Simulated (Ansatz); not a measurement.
Abridged output of a molecular run in Ansatz:

```
Functional definition: HF
1642 factors; integrals over basis functions are off by at most 1.0e-3 eV
mean field evaluation 1: about -8401.5463 eV, gradient 3.9e1 eV
mean field evaluation 2: about -8401.8704 eV, gradient 3.9e1 eV
mean field evaluation 4: about -8405.6639 eV, gradient 4.5e0 eV
mean field evaluation 8: about -8405.7366 eV, gradient 3.5e-1 eV
mean field -8405.73744560 eV, -308.9051535123 hartree, gradient 7.7e-6 eV, S^2 0.000000; 0 other end points of the search recorded, 0 dependent functions left out
6 core orbitals not correlated: weight in the atoms' cores, before any rotation towards them, 1.000 or more for the frozen orbitals, at most 0.000 for the correlated occupied ones
reference -8405.73744560 eV, -308.9051535123 hartree; 17, 17 occupied and 247, 247 virtual orbitals, 1642 factors
second order -30.12249907 eV of doubles, -0.00000000 eV of singles
cycle   1  -30.08104931 eV  change    4.1e-2 eV  update   1.1e-1
cycle   2  -30.77374835 eV  change   -6.9e-1 eV  update   3.4e-2
cycle   3  -30.93412354 eV  change   -1.6e-1 eV  update   1.7e-2
cycle   4  -30.92312154 eV  change    1.1e-2 eV  update   4.1e-3
cycle   5  -30.92195756 eV  change    1.2e-3 eV  update   1.7e-3
cycle   6  -30.92296238 eV  change   -1.0e-3 eV  update   5.5e-4
cycle   7  -30.92262392 eV  change    3.4e-4 eV  update   2.0e-4
cycle   8  -30.92250176 eV  change    1.2e-4 eV  update   8.5e-5
cycle   9  -30.92252387 eV  change   -2.2e-5 eV  update   3.1e-5
perturbative correction -1.31938975 eV, -0.0484866789 hartree
Total energy: -8437.97935922 eV, -310.0900219835 hartree
```

Its atoms:

```xyz
12

C     0.7431    1.4665    0.5908
C     0.1844    0.1786    0.1367
C     0.2266   -1.1062    0.4897
F     0.9046   -1.8285    1.3588
N    -0.8139   -1.6223   -0.2948
C    -0.8906   -0.2276   -0.8504
H    -0.0383    2.1330    0.9713
H     1.2530    1.9971   -0.2193
H     1.4662    1.3095    1.3931
H    -0.5436   -2.3301   -0.9724
H    -0.6115   -0.1792   -1.9061
H    -1.8801    0.2092   -0.6975
```

Problem. Which basis set was used?
A. def2-TZVPP
B. def2-TZVPPD
C. def2-SVPD
D. cc-pV(D+d)Z

Solution. A. It gives 270 functions.

Problem. Write the keys of the input that set method, charge and spin (a neutral closed shell needs none for the last two).

Solution. 
```yaml
correlation: {method: ccsd_t}
```
